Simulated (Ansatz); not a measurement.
For Cu (I4/mmm, No. 139, 1 atoms in the cell; start mp-998890; another form than the element's usual one), PBEsol (PAW; Ansatz, a first-principles code) gives:

```
Quantity               Value
-------------------  -------
lattice constant a   2.889 Å
lattice parameter c  2.724 Å
```

Q: What does r²SCAN (PAW; Ansatz) give for the same quantities?

A: 
- lattice constant a: 2.887 Å (stays essentially unchanged)
- lattice parameter c: 2.754 Å (goes up by 1.1 %)

Changes are worked out from the printed values.

Unless a cell is named, each level is at its own relaxed cell (PBEsol 11.36, r²SCAN 11.48 Å³/atom).

Caveats: the relaxation could not lower the start's symmetry, so the cell can be a saddle point above a distorted one (PBEsol, r²SCAN). Ansatz's density-functional and Hartree–Fock values are scalar-relativistic unless marked +SOC, with PAW data made under PBE.

A start named mp-… is a Materials Project structure, which need not be a measured phase.
